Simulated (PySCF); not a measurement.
# Dipole moment and polarisability of CH3CH2CHFCH3

Species: CH3CH2CHFCH3, C4H9F.
Structure used (GFN2-xTB), in Å, numbered top down from 1:
```xyz
14
C4H9F angstrom
C      1.9098   -0.2504   -0.2572
C      0.6268    0.3231    0.3328
C     -0.6183   -0.2905   -0.3021
C     -1.9097    0.3251    0.2151
F     -0.6394   -1.6485   -0.0187
H      1.9836   -0.0168   -1.3173
H      1.9226   -1.3312   -0.1404
H      2.7777    0.1641    0.2490
H      0.5917    1.4029    0.1800
H      0.5980    0.1272    1.4067
H     -0.5667   -0.2249   -1.3974
H     -1.9586    1.3738   -0.0635
H     -2.7658   -0.1952   -0.2079
H     -1.9523    0.2408    1.2987
```

Level: CAM-B3LYP/def2-SVPD (PySCF), static field, nuclei fixed, core orbitals frozen in the response. The polarisability tensor in these axes (au):

```
x   57.97 -1.12 -1.07
y   -1.12 48.77  0.79
z   -1.07  0.79 47.82
```

Q: Diagonalise the tensor; give its mean and Δα, where Δα² is half the sum of the squared differences of the eigenvalues.

A: Principal values 47.36, 48.97 and 58.24 au; mean 51.52 au = 7.63 Å³ = 8.49 × 10⁻⁴⁰ C²·m²/J; Δα = 10.17 au (20 % of the mean).

Q: What is the dipole moment, and where does it point?

A: (0.08, 1.91, -0.23) D, 1.93 D in size, pointing from the negative to the positive side. Measured along this direction, the outermost atoms are F5 at the negative end and H9 and H12 at the positive end.

Q: What would n − 1 = 2πNα be for an ideal gas of these molecules at 273.15 K and 1 atm, electronic part alone?

A: N = p/kT = 2.6868 × 10¹⁹ cm⁻³, so n − 1 = 2π × N × 7.63 × 10⁻²⁴ cm³ = 1289 × 10⁻⁶ at long wavelengths, for an ideal gas.

Q: Form Σ f/ω² (atomic units) for the 8 lowest TDDFT singlets, given as eV and f, and set it beside the mean polarisability, which is this sum over all singlets: 8.91, 0.0030; 9.12, 0.0077; 9.54, 0.0011; 9.59, 0.0316; 9.65, 0.0313; 9.82, 0.1174; 9.85, 0.0703; 10.14, 0.0127.

A: They add up to 2.14 au, 4.2 % of the 51.52 au; the largest single term is 0.90 au, from the state at 9.82 eV. Terms in order: 0.03, 0.07, 0.01, 0.25, 0.25, 0.90, 0.54, 0.09 au. Higher excitations give the rest. The strengths listed sum to 0.275.

Q: Estimate the molar refractivity from the static electronic polarisability.

A: Lorentz–Lorenz: R = (4π/3)N_A α = 2.5225 cm³/(mol·Å³) × 7.63 Å³ = 19.3 cm³/mol, in the limit of long wavelengths.

The structure is a single GFN2-xTB conformer in the gas phase; no vibrational or solvent corrections.
